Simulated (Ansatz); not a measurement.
```yaml
crystal:
  periodic: [false, false, false]
  atoms:
    - {symbol: N, position_ang: [0.000000, 0.000000, 0.000000]}
    - {symbol: Li, position_ang: [0.000000, 0.000000, 1.850700]}
basis:
  gaussian: {orbitals: def2-TZVP}
hamiltonian: {xc: pbe0}
relax: {f_tol: 0.004, max_steps: 80}
```

```sh
$ ansatz run in.yaml --threads 1 --pin off --events-out ev --progress --plain --max-ram 2176MiB
```

Steps of the relaxation (energy above the last step; positions in Å, forces in eV/Å):

```
2
step 1, 1.9 meV
N     0.000    0.000    0.000    0.000    0.000    0.183
Li    0.000    0.000    1.851    0.000    0.000   -0.183
```

```
2
step 2, 0.3 meV
N     0.000    0.000    0.006    0.000    0.000    0.073
Li    0.000    0.000    1.844    0.000    0.000   -0.073
```

```
2
step 3, 0.0 meV
N     0.000    0.000    0.011    0.000    0.000   -0.002
Li    0.000    0.000    1.840    0.000    0.000    0.002
```

Close pairs at the end: N1–Li2 1.830 Å.

A stationary point of restricted PBE0 after 3 steps (its stability towards spin polarisation wasn't tested). 1.6 s on 1 thread of Arm Neoverse V2, shared host.
